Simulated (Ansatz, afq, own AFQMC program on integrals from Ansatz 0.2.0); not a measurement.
**Where AFQMC and coupled cluster stand for BNH₅, doublet**

| atom | x (Å) | y (Å) | z (Å) |
| --- | --- | --- | --- |
| N | -1.1105 | -0.0191 | -0.0297 |
| H | -1.4077 | 0.9487 | -0.0297 |
| H | -1.4077 | -0.4214 | 0.8505 |
| H | -0.0980 | -0.0191 | -0.0297 |
| B | 1.3615 | -0.0191 | -0.0297 |
| H | 1.8706 | -0.0191 | 1.0473 |
| H | 1.8706 | -0.0191 | -1.1067 |

Basis cc-pVDZ. Only valence electrons are correlated. Integrals, coupled cluster, full CI and functionals: Ansatz 0.2.0; the random walks run on the same integrals in our own AFQMC program. ph-AFQMC/CISD is guided by a CISD state made of CCSD amplitudes; releasing the constraint for a short imaginary time cuts its bias at the price of noise, slowly where states lie close. Uncertainties: one standard error, sampling alone.

Determinant: UHF, the one that the program's search chose, which needn't be the lowest solution. The geometry is a point of a scan.

No full CI on the walks' own integrals is used here; CCSDT(Q) serves as the reference and is uncertain by about the last step of the cluster series.

```
T1 diagnostic                               : 0.0141
weight of the determinant in the CISD state : 0.887
⟨S²⟩ of the determinant                     : 0.762
size of the correlated space                : 13 electrons in 51 orbitals
```

```json
{"level": "MP2", "correlation energy (eV)": "-7.2209"}
{"level": "CCSD", "correlation energy (eV)": "-8.1921"}
{"level": "CCSD(T)", "correlation energy (eV)": "-8.3682"}
```

**Question.** Estimate where phaseless AFQMC with a CISD trial lies against CCSD(T) on the same integrals.

**Answer.** 2.6 ± 0.3 kJ/mol below CCSD(T).

Reference: CCSDT(Q), correlation energy -8.402 eV. The released energy is read at 2.40 1/Eh (meV from the phaseless value at times in 1/Eh: -4 ± 3 at 0.24, -6 ± 3 at 0.51, -7.0 ± 2.5 at 0.99, -6 ± 3 at 1.62, -4 ± 4 at 2.40).

| level | E − E(reference) (kJ/mol) | share of correlation (%) |
| --- | --- | --- |
| CCSD(T) | 3.3 | 99.60 |
| CCSDT | 1.2 | 99.85 |
| ph-AFQMC/CISD | 0.6 ± 0.3 | 99.92 |
| released AFQMC | 0.3 ± 0.4 | 99.97 |

Released energies are given only where the last usable release times agree within the noise; a slower fall can still hide under it.
